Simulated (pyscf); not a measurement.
Cl–SiH₂–GeH₃ + H₂ → H₃Si–GeH₃ + HCl (four-centre exchange; singlet surface; Cl–Si, H–H broken, H–Si, Cl–H formed). Structures and frequencies: ωB97X-D3(BJ)/def2-SVP in PySCF. Energies in kcal/mol from the separated reactants.

```json
[
 {"level": "ωB97X-D3(BJ)/def2-TZVP", "barrier": "52.8", "reaction energy": "+18.9"},
 {"level": "PBE/def2-TZVP", "barrier": "46.1", "reaction energy": "+16.1"},
 {"level": "r²SCAN/def2-TZVP", "barrier": "49.1", "reaction energy": "+17.8"},
 {"level": "PBE0-D3(BJ)/def2-TZVP", "barrier": "48.2", "reaction energy": "+16.7"},
 {"level": "M06-2X/def2-TZVP", "barrier": "52.3", "reaction energy": "+18.9"},
 {"level": "ωB97M-D3(BJ)/def2-TZVP", "barrier": "51.9", "reaction energy": "+16.5"}
]
```

The functionals in the table span 6.8 kcal/mol in this barrier, from PBE to ωB97X-D3(BJ)/def2-TZVP. One saddle was located; it need not be the lowest between these sides. Elements up to Kr have no core potential and no relativistic terms here.
